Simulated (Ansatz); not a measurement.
Cost and result for the atomization energy of C3H4FN, SMILES `CC1(F)C=N1` (9 atoms, 9 bonds).

```xyz
9

C    -0.438    0.873    0.574
C     0.300   -0.021   -0.363
F     1.340    0.648   -0.957
C     0.357   -1.441   -0.372
N    -0.399   -0.957   -1.257
H     0.225    1.230    1.365
H    -0.822    1.740    0.031
H    -1.274    0.341    1.026
H     0.710   -2.413   -0.047
```

Total charge 0; spin multiplicity 1. Geometry: relaxed with PBE0-D4/def2-TZVP. Program: Ansatz. All runs use 2 threads of an Intel Xeon Platinum 8488C on a shared host. Times are those of one run each, without the atoms' runs, and a repeat can differ threefold. Electronic energies, without spin–orbit coupling; frozen cores. CCSD(T)/CBS adds CCSD(T) − MP2 in def2-TZVPP to the MP2 limit, and its time is that of the two runs behind it. T1 = 0.011. HSE06 is the plane-wave form, built on full-range PBE exchange.

CCSD(T)/CBS is a level of theory with its own doubt, some kJ/mol a heavy atom from the limit and from the frozen cores, so smaller differences don't rank the functionals.

```csv
level,functions,atomization (kJ/mol),difference from CCSD(T)/CBS,per bond
CAM-B3LYP-D4/def2-TZVPP,211,3712.2,32.5,3.6
r2SCAN-D4/def2-TZVPP (with forces),211,3702.6,22.9,2.5
BLYP-D4/def2-TZVPP,211,3720.6,40.9,4.5
MP2/def2-QZVPP,405,3743.0,63.3,7.0
LDA (SPW92)/def2-TZVPP,211,4349.3,669.6,74.4
revPBE-D4/def2-TZVPP,211,3735.5,55.8,6.2
BHLYP-D4/def2-TZVPP,211,3528.2,-151.5,-16.8
ωB97X-V/def2-TZVPP,211,3708.6,28.9,3.2
CCSD(T)/def2-SVP,90,3507.6,-172.1,-19.1
ωB97M-V/def2-TZVPP (with forces),211,3709.9,30.2,3.4
CCSD(T)/CBS(def2),–,3679.7,0.0,0.0
CCSD(T)/def2-TZVPP,211,3575.0,-104.7,-11.6
HSE06-D4/def2-TZVPP,211,3739.6,59.9,6.7
```

(1) Order the runs by time, with rough figures. (An estimate is asked.)

Results:

(1) Ansatz gave: LDA (SPW92)/def2-TZVPP 1.1 s; revPBE-D4/def2-TZVPP 1.8 s; BLYP-D4/def2-TZVPP 1.8 s; BHLYP-D4/def2-TZVPP 2.6 s; HSE06-D4/def2-TZVPP 2.9 s; CAM-B3LYP-D4/def2-TZVPP 3.3 s; r2SCAN-D4/def2-TZVPP (with forces) 3.6 s; CCSD(T)/def2-SVP 4.7 s; ωB97X-V/def2-TZVPP 6.5 s; ωB97M-V/def2-TZVPP (with forces) 8.5 s; MP2/def2-QZVPP 23 s; CCSD(T)/def2-TZVPP 82 s; CCSD(T)/CBS(def2) 100 s.

Leaving LDA and LC-ωPBE aside and taking each functional with its dispersion term where it has one, the values, not all of them listed here, spread over 323.9 kJ/mol, from BHLYP-D4 to PBE-D4. LDA lies +511.6 kJ/mol from PBE without D4, its usual overbinding. From BLYP to BHLYP (50 % exact exchange), in def2-TZVPP and without D4, the atomization energy moves by −175.1 kJ/mol: exact exchange takes away binding that semilocal exchange gives to molecules. In def2-TZVPP, CCSD(T) changes the Hartree–Fock value by +1048.3 kJ/mol (the triples alone add +76.3 kJ/mol) and MP2 by +1154.3 kJ/mol; breaking electron pairs costs correlation energy, which Hartree–Fock lacks.
